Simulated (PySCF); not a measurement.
**Gas-phase thermal properties of CH3OH**

Energies from PySCF (xtb for GFN2), thermal terms from the rigid-rotor harmonic-oscillator model, ideal gas at 1 bar. The comparison is the NASA 1993 polynomial table, which mixes measured and estimated data. 6-31G* has spherical d functions here. All species are closed-shell singlets. B3LYP is the form with VWN-RPA correlation. The harmonic model lacks anharmonicity and excited electronic states, which grow with temperature; levels with a mode under 35 cm⁻¹ are left out. Internal rotation in CH3OH is treated as a harmonic vibration of one conformer, which makes the entropy rough.

```json
[
 {"level": "table", "point group": "-", "σ": "-", "ZPE (kJ/mol)": "-", "S°298 (J/mol/K)": "239.8", "Cp298 (J/mol/K)": "44.0", "S°1000 (J/mol/K)": "317.7", "H1000 − H298 (kJ/mol)": "48.5"},
 {"level": "B3LYP/6-31G*", "point group": "Cs", "σ": "1", "ZPE (kJ/mol)": "135.1", "S°298 (J/mol/K)": "237.5", "Cp298 (J/mol/K)": "44.6", "S°1000 (J/mol/K)": "317.2", "H1000 − H298 (kJ/mol)": "49.6"},
 {"level": "GFN2-xTB", "point group": "Cs", "σ": "1", "ZPE (kJ/mol)": "130.3", "S°298 (J/mol/K)": "237.0", "Cp298 (J/mol/K)": "45.0", "S°1000 (J/mol/K)": "318.3", "H1000 − H298 (kJ/mol)": "50.6"},
 {"level": "HF/6-31G*", "point group": "Cs", "σ": "1", "ZPE (kJ/mol)": "145.2", "S°298 (J/mol/K)": "236.8", "Cp298 (J/mol/K)": "43.2", "S°1000 (J/mol/K)": "313.0", "H1000 − H298 (kJ/mol)": "47.5"},
 {"level": "PBE/def2-SVP", "point group": "Cs", "σ": "1", "ZPE (kJ/mol)": "130.3", "S°298 (J/mol/K)": "238.0", "Cp298 (J/mol/K)": "45.4", "S°1000 (J/mol/K)": "319.8", "H1000 − H298 (kJ/mol)": "50.9"},
 {"level": "PBE0/def2-TZVP", "point group": "Cs", "σ": "1", "ZPE (kJ/mol)": "135.0", "S°298 (J/mol/K)": "238.2", "Cp298 (J/mol/K)": "45.0", "S°1000 (J/mol/K)": "318.5", "H1000 − H298 (kJ/mol)": "50.0"}
]
```
σ: rotational symmetry number. Electronic degeneracy used: 1. Frequencies are unscaled.
